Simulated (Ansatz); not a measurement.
A made-up structure of CH$_{4}$ClSi (charge -1), closed shell:

Si1  (-0.561, 0.294, -0.266)
C2  (1.093, -0.347, 0.027)
Cl3  (1.081, -1.881, 1.018)
H4  (1.781, -1.109, -0.237)
H5  (-0.449, 1.603, -1.007)
H6  (-1.565, 0.611, 0.849)
H7  (1.794, 0.332, 0.517)
(Å)

It is relaxed with PBE-D4/def2-SVPD and then PBE0-D4/def2-TZVPD (Ansatz 0.2.0). Atoms count as bonded within 1.22 times the sum of their covalent radii (H–H: 0.88 Å). The end point is not checked to be a true minimum.

Q: Does its bonding change? (Judge from chemistry; the calculation decides.)

A: The calculation gives: No: no bond forms or breaks.

Where it ends: The first stage lowers the energy by 3.16 eV in 10 steps. It ends as CH₄ClSi ([SiH2][CH2][Cl]), total charge -1:
Si1  (-0.778, 0.071, -0.391)
C2  (1.028, -0.430, 0.192)
Cl3  (1.101, -1.990, 1.144)
H4  (1.670, -0.609, -0.673)
H5  (-0.217, 1.325, -1.105)
H6  (-1.154, 0.842, 0.891)
H7  (1.522, 0.294, 0.842)
(Å)

Labels in which every atom is bracketed show which atoms are joined, not bond orders.

For scale, one of the runs: PBE0-D4/def2-TZVPD relaxation, 162 basis functions, launched by `ansatz run in.yaml --threads 2 --pin off --events-out ev --progress --plain --max-ram 4352MiB`. Hardware: 2 CPU threads of an Arm Neoverse V2, shared host. Wall time about 25 s.
